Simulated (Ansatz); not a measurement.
# MgCl− (triplet): wave-function methods side by side, aug-cc-pVDZ

Aim: climb from Hartree-Fock through coupled cluster for MgCl− (triplet) at one geometry and basis, and see what each rung misses.

Program: Ansatz 0.2.0, Gaussian basis. Level of theory: aug-cc-pVDZ, core rule «outside noble gas», up to 10 orbitals frozen. These are calculated values, not measurements.

To be run: UHF; CCSD(T) on ROHF; CCSD(T) on UHF; BCCD(T) on ROHF; CISD as a restricted active space (open shells left free, so some higher excitations enter); CCSDT(Q) on ROHF; CCSDT(Q) on UHF.

34 further runs of the same task are left out: 12 for a known fault of the program, 8 that didn't finish, 14 set aside as unsound or not needed. Runs told in other sessions of the task aren't counted.

## 1. The system

The geometry is a PBE0/def2-TZVPD stationary point (not a proven minimum).

2 atoms, charge -1, spin multiplicity 3.

Atoms are counted from 1 here; the program's logs count them from 0.

Bond lengths: Cl1–Mg2 2.297 Å.

## 2. UHF

in.yaml

```yaml
crystal:
  periodic: [false, false, false]
  atoms:
    - {symbol: Cl, position_ang: [0.000000, 0.000000, 0.000000]}
    - {symbol: Mg, position_ang: [0.000000, 0.000000, 2.296700]}
basis:
  gaussian: {orbitals: aug-cc-pVDZ}
total_charge: -1
magnetization: {spin_polarized: true, initial_magnetization: 2}
hamiltonian: {xc: hf}
output: {orbitals: {seedname: orbitals}}
```

Started as:

```bash
ansatz run in.yaml --threads 1 --pin off --events-out ev --progress --plain --max-ram 2393MiB
```

Further steps of the session: CCSD(T) on ROHF; CCSD(T) on UHF; BCCD(T) on ROHF; CISD as a restricted active space (open shells left free, so some higher excitations enter); CCSDT(Q) on ROHF; CCSDT(Q) on UHF.

**Question.** What will the summary of the whole plan be? Wanted: UCCSDT(Q) from the RHF energy; RMP2 from UCCSDT(Q); UMP2 from UCCSDT(Q); RCCSD from UCCSDT(Q); RCCSD(T) from UCCSDT(Q); UCCSD(T) from UCCSDT(Q); RCCSDT(Q) from UCCSDT(Q); T1 diagnostic.

The runs gave:

| quantity | value |
| --- | --- |
| UCCSDT(Q) from the ROHF energy | -5.0630 eV |
| RMP2 from UCCSDT(Q) | +549.5 meV |
| UMP2 from UCCSDT(Q) | +547.4 meV |
| RCCSD from UCCSDT(Q) | +153.5 meV |
| RCCSD(T) from UCCSDT(Q) | +23.6 meV |
| UCCSD(T) from UCCSDT(Q) | +23.1 meV |
| RCCSDT(Q) from UCCSDT(Q) | +1.2 meV |
| levels within 1 kcal/mol (43 meV) | RCCSD(T), UCCSD(T), BCCD(T), RCCSDT, UCCSDT, RCCSDT(Q) |
| T1 diagnostic | 0.013 |

In words: RCCSD(T) lands +23.6 meV from the yardstick (0.5 % of the correlation energy). These misses are within one basis, not against nature; the frozen cores of restricted and unrestricted runs differ, which can shift their rows.

With open shells the CI space here admits some higher excitations, so it is larger than plain CISD.
